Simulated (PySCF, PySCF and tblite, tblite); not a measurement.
# C₄H₉NS: a path driven as pyramidal inversion, and NMR exchange

One table from this session's results is given with a row withheld; the runs are named, their logs left out.

Computed with tblite 0.8.0 (tight binding) and PySCF 2.14.0 (DFT, with response routines of our own); each step states its level. Atoms count from 0 throughout.

### The molecule as given

15 atoms, charge 0, multiplicity 1; geometry from: force field or distance geometry start.

Bonds of the start (Å): C0–C1 1.54, C0–H6 1.10, C0–H7 1.09, C0–N5 1.46, C1–H8 1.08, C1–H9 1.11, C1–S2 1.83, C3–C4 1.54, C3–H10 1.09, C3–H11 1.10, C4–H12 1.09, C4–H13 1.09, C4–N5 1.47, N5–H14 1.03, S2–C3 1.80.

The first run:

Job settings and geometry (Å):

```
{"job": {"xc": "GFN2-xTB", "basis": "xTB", "kind": "relax"}, "charge": 0, "multiplicity": 1}
C     -1.352200    -0.335700    -0.099900
C     -1.074100     1.162600    -0.314100
S      0.530500     1.440800    -1.141300
C      1.557500     0.375300    -0.112200
C      0.950800    -1.030200     0.085000
N     -0.372400    -1.035900     0.723600
H     -2.331700    -0.424500     0.396100
H     -1.462500    -0.835800    -1.061700
H     -1.856200     1.606200    -0.909300
H     -1.057700     1.681400     0.661800
H      2.540200     0.282800    -0.575800
H      1.695400     0.851400     0.869200
H      0.891800    -1.550800    -0.875200
H      1.635500    -1.620600     0.699800
H     -0.299000    -0.559000     1.632200
```

Started as:

```console
$ OMP_NUM_THREADS=1 python ens_run.py task.json out
```

This one command runs the whole study; its stages follow in the order run.

Steps of the session up to this table: GFN2-xTB relaxation, start minimum; Relaxed scan, inversion; Nudged elastic band, leg 1; Saddle search, leg 1; DFT refinement, start: PBE0-D3(BJ)/def2-SVP; Shieldings, start: PBE0/pcSseg-1 in chloroform; Shieldings, saddle of leg 1: PBE0/pcSseg-1 in chloroform; Shieldings, end: PBE0/pcSseg-1 in chloroform; Kinetics and line shapes; Single-point energy, saddle of leg 1: PBE0/pcSseg-1 in chloroform; Second level: PBE0/pcSseg-1, IEF-PCM chloroform.

One table of the session follows, with a row left open; its other results are not shown here.

Barriers by level (kcal/mol; entropies in cal/(mol K)). Zero-point and thermal terms come from xTB in every row. ΔG‡ leaves symmetry out; the rate counts one path; effective ΔG‡, where given, is the barrier that would give that rate by Eyring's equation alone:

| level | ΔE‡ | with zero-point | ΔH‡ | ΔG‡ (298 K) | ΔE of reaction |
| --- | --- | --- | --- | --- | --- |
| GFN2-xTB | 6.03 | 4.88 | 4.87 | 4.86 | 1.16 |
| PBE0-D3(BJ)/def2-SVP | 3.56 | 2.42 | 2.40 | 2.40 | -0.37 |
| PBE0/pcSseg-1 + D3(BJ), IEF-PCM chloroform | 4.74 | 3.59 | 3.57 | 3.57 | -0.17 |
| PBE0/pcSseg-1, IEF-PCM chloroform | ? | ? | ? | ? | ? |

**Question.** Estimate the row for PBE0/pcSseg-1, IEF-PCM chloroform.

**Answer.** ΔE‡: 4.65; with zero-point: 3.50; ΔH‡: 3.48; ΔG‡ (298 K): 3.48; ΔE of reaction: -0.24. In the column «ΔE‡» it lies between PBE0-D3(BJ)/def2-SVP (3.56) and PBE0/pcSseg-1 + D3(BJ), IEF-PCM chloroform (4.74).
